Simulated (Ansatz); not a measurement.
1T (CdI2-type) TiTe2, treated with r²SCAN+rVV10 (Ansatz, a first-principles code, plane waves, PAW).

Run with plane-wave cutoff 560 eV, 18×18×10 k mesh (along the axes of the cell as run), Fermi–Dirac smearing 0.05 eV, no spin polarisation, scalar-relativistic PAW data made under PBE.

Cell (relaxed at this level):

```yaml
crystal:
  lattice:
    - [3.78189, 0.00000, 0.00000]
    - [-1.89094, 3.27521, 0.00000]
    - [0.00000, 0.00000, 6.61465]
  atoms:
    - { symbol: Ti, position: [0.00000, 0.00000, 0.00000] }
    - { symbol: Te, position: [0.33333, 0.66667, 0.25657] }
    - { symbol: Te, position: [0.66667, 0.33333, 0.74343] }
```

What does this level give for the bulk modulus B0?


- bulk modulus B0: 27.7 GPa

The run finds no gap.

Note: the bulk modulus comes from volumes at which shape and atoms were relaxed.

Spin–orbit coupling is not included; it can open a gap where bands touch, and shift volumes and moduli.

Static lattice: no zero-point or thermal effects.
